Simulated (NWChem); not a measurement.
## Correlation energy of S

```xyz
1

S      0.0000     0.0000     0.0000
```
Charge 0, spin multiplicity 3.

The numbers come from NWChem runs, not from measurements.

Basis set: 3-21G. Each correlation energy counts from its own Hartree-Fock reference.

The correlated methods keep 5 core orbitals frozen. No SCF solution was tested for a lower state. Open-shell Hartree-Fock references start from PBE0 orbitals. No row is a measurement; the coupled-cluster row has its own basis-set and correlation limits.

**Question.** For the correlation energy, CCSD(T) on UHF gives -26.3 mHa and SCS-UMP2 gives -20.6 mHa. What do CCSD[T] on ROHF give?

**Answer.** CCSD[T] on ROHF: -26.5 mHa.
